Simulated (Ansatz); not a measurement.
Geometry optimisation, RKS B3LYP/def2-SVP (Ansatz 0.2.0).

input.yaml

```yaml
crystal:
  periodic: [false, false, false]
  atoms:
    - { symbol: B, position_ang: [0.0, 0.0, 0.0] }
    - { symbol: F, position_ang: [0.0, 0.0, 1.67] }
    - { symbol: H, position_ang: [1.0305, 0.0, -0.595] }
    - { symbol: H, position_ang: [-1.0305, 0.0, -0.595] }
    - { symbol: Cl, position_ang: [0.0903, -2.0478, 0.6811] }
    - { symbol: H, position_ang: [0.047, -1.0669, 1.6505] }
basis:
  gaussian: { orbitals: def2-SVP }
hamiltonian:
  xc: b3lyp
relax:
  f_tol: 0.15
  max_steps: 25
  restrain:
    - { distance: [0, 4], at: 3.06, k: 30.0 }
    - { distance: [5, 1], at: 2.12, k: 30.0 }
    - { distance: [0, 1], at: 1.32, k: 30.0 }
    - { distance: [5, 4], at: 1.37, k: 30.0 }
```

Launched with:

```bash
$ ansatz run input.yaml --threads 1 --pin off --max-ram 2048MiB --backend cpu --events-out ev --progress --plain --runs-dir out
```

Problem. Where does it end, and by what steps?

Solution. The forces met the threshold. The restraints hold the end off the free minimum. After 6 steps the energy has fallen by 2.109 eV (the restraints' own energy left out); Cl5 moved furthest, 0.65 Å.

| step | energy less start (eV) | largest force component (eV/Å) | accepted |
| --- | --- | --- | --- |
| 0 | 0.0000 | 5.508 | yes |
| 1 | -0.8367 | 2.889 | yes |
| 2 | -1.4737 | 2.747 | yes |
| 3 | -1.8406 | 2.215 | yes |
| 4 | -2.0385 | 1.347 | yes |
| 5 | -2.1082 | 0.965 | yes |
| 6 | -2.1090 | 0.952 | yes |

```xyz
6
Properties=species:S:1:pos:R:3
B -0.007 0.262 -0.031
F -0.008 0.437 1.285
H 1.059 0.253 -0.591
H -1.074 0.195 -0.585
Cl 0.096 -2.641 0.937
H 0.070 -1.622 1.797
```

Run time: 14 s on 1 thread of Arm Neoverse V1, on a shared host, peak memory 0.13 GiB.
